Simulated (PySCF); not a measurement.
Compound: pyridazine radical anion, C4H4N2 (charge -1 and doublet state).
SMILES with atom numbers: `[cH:1]1[cH:2][cH:3][n:4][n:5][cH:6]1` (hydrogens: H7 on C1; H8 on C2; H9 on C3; H10 on C6)

Method used: PBE0-D3(BJ)/def2-SVP geometry optimisation, gas phase in PySCF.

(1) What internal coordinates does the optimisation give?

Answers

(1) 
```
         bond  length (Å)
        C1–C2       1.444
 C3–N4, N5–C6       1.332
        N4–N5       1.397
 C1–C6, C2–C3       1.391
 C1–H7, C2–H8       1.094
C3–H9, C6–H10       1.104
```

Bonds in one row agree within 0.01 Å and their mean is given. A selection of angles:
```
   angle  degrees
C2–C1–C6    115.2
C2–C1–H7    123.2
C6–C1–H7    121.5
C2–C3–N4    127.1
C2–C3–H9    119.0
N4–C3–H9    113.9
C3–N4–N5    117.6
```

The 6 heavy atoms lie in one plane (0.000 Å rms). The C–C distances run from 1.390 Å (C2–C3, aromatic) to 1.444 Å (C1–C2, aromatic), a spread of 0.054 Å. N4 (nitrogen bonded to C and N) is bent (angle 117.6°). C3 (carbon bonded to C, N and H) is planar (angles 127.1°, 119.0° and 113.9°, sum 360.0°, 0.00 Å off the plane of its three neighbours). C1 (carbon bonded to 2 C and H) is planar (angles 123.2°, 121.5° and 115.2°, sum 360.0°, 0.00 Å off the plane of its three neighbours).

Point group: C2v (tolerance 0.08 Å). PBE0-D3(BJ)/def2-SVP frequencies: not computed here. ⟨S²⟩ = 0.768 (exact for a doublet: 0.75). Whether the extra electron is bound in the gas phase wasn't checked; a finite basis holds it in any case.
